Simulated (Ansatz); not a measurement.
# C₄H₇ClO: one species, many methods

One table from this session's results is given with a row withheld; the runs are named, their logs left out.

Program: Ansatz 0.2.0, Gaussian basis. Level of theory: functionals in def2-TZVPP, the program's frozen cores in correlated methods. These are calculated values, not measurements.

Levels to be run: PBE-D4, r2SCAN-D4, PBE0-D4, B3LYP-D4, ωB97X-V, ωB97M-V, B2PLYP; CCSD(T)/def2-TZVPP; MP2/def2-QZVPP; extrapolation to the limit.

### Structure used throughout

All runs share one geometry, relaxed beforehand with PBE0-D4 in a triple-zeta def2 set.

SMILES `C=CC(Cl)OC`, 13 atoms, charge 0, spin multiplicity 1.

Atoms are counted from 1 here; the program's logs count them from 0.

Bond lengths: C1–C2 1.323 Å, C1–H7 1.083 Å, C1–H8 1.083 Å, C2–C3 1.486 Å, C2–H9 1.085 Å, C3–Cl4 1.848 Å, C3–O5 1.359 Å, C3–H10 1.097 Å, O5–C6 1.411 Å, C6–H11 1.094 Å, C6–H12 1.096 Å, C6–H13 1.088 Å. Angles: C2–C1–H7 121.3°, C2–C1–H8 120.8°, H7–C1–H8 117.9°, C1–C2–C3 123.9°, C1–C2–H9 121.5°, C3–C2–H9 114.6°, C2–C3–Cl4 107.4°, C2–C3–O5 111.9°, C2–C3–H10 111.8°, Cl4–C3–O5 111.4°, Cl4–C3–H10 101.9°, O5–C3–H10 112.0°, C3–O5–C6 114.7°, O5–C6–H11 110.8°, O5–C6–H12 110.9°, O5–C6–H13 106.8°, H11–C6–H12 109.3°, H11–C6–H13 109.7° and more.

Set-up of the first run:

in.yaml reads:

```yaml
crystal:
  periodic: [false, false, false]
  atoms:
    - {symbol: C, position_ang: [-2.139705, 0.595665, 0.063274]}
    - {symbol: C, position_ang: [-1.153283, 0.701947, -0.812072]}
    - {symbol: C, position_ang: [0.218461, 0.178900, -0.583181]}
    - {symbol: Cl, position_ang: [0.620257, -0.952074, -1.988618]}
    - {symbol: O, position_ang: [0.324231, -0.458961, 0.612280]}
    - {symbol: C, position_ang: [1.644049, -0.775160, 0.998177]}
    - {symbol: H, position_ang: [-1.995665, 0.101046, 1.015646]}
    - {symbol: H, position_ang: [-3.120216, 1.000483, -0.155211]}
    - {symbol: H, position_ang: [-1.295626, 1.191416, -1.769323]}
    - {symbol: H, position_ang: [0.976852, 0.962405, -0.698420]}
    - {symbol: H, position_ang: [2.079608, -1.514784, 0.320548]}
    - {symbol: H, position_ang: [2.274296, 0.122055, 1.007675]}
    - {symbol: H, position_ang: [1.587139, -1.187538, 2.003925]}
basis:
  gaussian: {orbitals: def2-TZVPP}
hamiltonian: {xc: pbe, dispersion: d4}
output: {forces: true, orbitals: {seedname: orbitals}}
```

Launch:

```
ansatz run in.yaml --threads 2 --pin off --events-out ev --progress --plain --max-ram 32768MiB --backend cuda --devices 0, --max-vram 18GiB
```

Steps of the session up to this table: PBE-D4 (GGA); r2SCAN-D4 (meta-GGA); PBE0-D4 (hybrid); B3LYP-D4 (hybrid); ωB97X-V (range-separated); ωB97M-V (range-separated); B2PLYP (double hybrid); CCSD(T) in def2-TZVPP; MP2 in def2-QZVPP.

One of the session's tables, all rows but one given; the rest of the session is left out.

| method | atomisation energy (kJ/mol) |
| --- | --- |
| PBE-D4 | 5280.8 |
| r2SCAN-D4 | 5153.7 |
| PBE0-D4 | 5173.3 |
| B3LYP-D4 | 5129.8 |
| ωB97X-V | 5134.1 |
| ωB97M-V | 5147.8 |
| B2PLYP | 5077.6 |
| HF/def2-TZVPP | ? |
| MP2/def2-TZVPP | 5100.2 |
| CCSD/def2-TZVPP | 4914.7 |
| CCSD(T)/def2-TZVPP | 5000.9 |
| MP2/CBS | 5227.5 |
| CCSD(T)/CBS | 5128.2 |

Q: Estimate the row for HF/def2-TZVPP from the others.

As computed: atomisation energy (kJ/mol): 3715.9. In the column «atomisation energy (kJ/mol)» it is the lowest.
